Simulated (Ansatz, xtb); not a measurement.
Relative energy of two isomers of C4H6FN

Structure I is `C=C/C=C(/N)F`, a singlet and structure II is `C=C(F)/C=C/N`, a singlet. Both are isolated molecules in the gas phase, relaxed with B3LYP/def2-SVP; the shapes shown needn't be the lowest conformers.

I (Å):

```xyz
12

C     0.7997   -0.1486   -1.0281
C     0.1269    0.5015   -0.0606
C    -0.1775   -0.0327    1.2531
C    -0.8567    0.6426    2.2067
F    -1.3510    1.8656    1.9584
N    -1.0925    0.2787    3.5119
H     1.1797   -1.1647   -0.8806
H     0.9909    0.3176   -1.9973
H    -0.2320    1.5173   -0.2592
H     0.1699   -1.0388    1.5049
H    -0.8887   -0.6869    3.7429
H    -1.9688    0.6159    3.9007
```

II (Å):

```yaml
atoms:
  - { symbol: C, position_ang: [-0.4783, -0.6376, -1.1551] }
  - { symbol: C, position_ang: [-0.0350, -0.4820, 0.1022] }
  - { symbol: C, position_ang: [-0.4999, 0.4603, 1.1002] }
  - { symbol: C, position_ang: [0.0265, 0.5342, 2.3473] }
  - { symbol: F, position_ang: [0.9670, -1.2865, 0.5357] }
  - { symbol: N, position_ang: [-0.3149, 1.4323, 3.3250] }
  - { symbol: H, position_ang: [-0.0400, -1.3932, -1.8077] }
  - { symbol: H, position_ang: [-1.2822, -0.0068, -1.5347] }
  - { symbol: H, position_ang: [-1.3094, 1.1302, 0.7953] }
  - { symbol: H, position_ang: [0.8350, -0.1500, 2.6202] }
  - { symbol: H, position_ang: [-1.1608, 1.9789, 3.2113] }
  - { symbol: H, position_ang: [-0.0741, 1.2143, 4.2828] }
```

Which of the two would you expect CCSD(T)/def2-SVP + ΔMP2/def2-TZVPP electronic energies to favour?

CCSD(T)/def2-SVP + ΔMP2/def2-TZVPP gives E(II) − E(I) = +0.31 kcal/mol, slightly favouring structure I, which is too small a margin to settle the true order.

How the difference moves with the method:

| level | geometry | E(II) − E(I) (kcal/mol) | departure from the last row (kcal/mol) | job, with rough time for the two |
| --- | --- | --- | --- | --- |
| GFN2-xTB | GFN2-xTB | −0.90 | −1.21 | optimisation, 0.093 s |
| HF/STO-3G | GFN2-xTB | +2.14 | +1.83 | single point, 0.32 s |
| r2SCAN-D4/def2-SVP | GFN2-xTB | −0.72 | −1.03 | single point, 4.3 s |
| B3LYP/def2-SVP | B3LYP/def2-SVP | −0.53 | −0.84 | optimisation, 49 s |
| HF/def2-SVP | B3LYP/def2-SVP | +0.57 | +0.25 | part of the CCSD(T) run |
| MP2/def2-SVP | B3LYP/def2-SVP | +0.78 | +0.47 | part of the CCSD(T) run |
| CCSD(T)/def2-SVP | B3LYP/def2-SVP | +0.68 | +0.37 | single point |
| CCSD(T)/def2-SVP + ΔMP2/def2-TZVPP | B3LYP/def2-SVP | +0.31 |  | single point, 60 s |

As drawn, both hold the same kinds of bond in the same numbers.

The largest departure from CCSD(T)/def2-SVP + ΔMP2/def2-TZVPP is that of HF/STO-3G, 1.83 kcal/mol. The last row adds to CCSD(T) the change of the MP2 difference between the two basis sets, here −0.37 kcal/mol.

With thermal terms from frequencies at re-optimised GFN2-xTB minima (ideal gas, soft modes damped towards free rotors, one conformer each, 298.15 K, 1 atm): the zero-point term adds +0.08 kcal/mol; ΔH is +0.35 and ΔG +0.42 kcal/mol.

The correlated steps freeze 6 core orbitals. Run with Ansatz 0.2.0, xtb 6.7.1; the last row on 2 threads of Arm Neoverse V2 on a shared host.
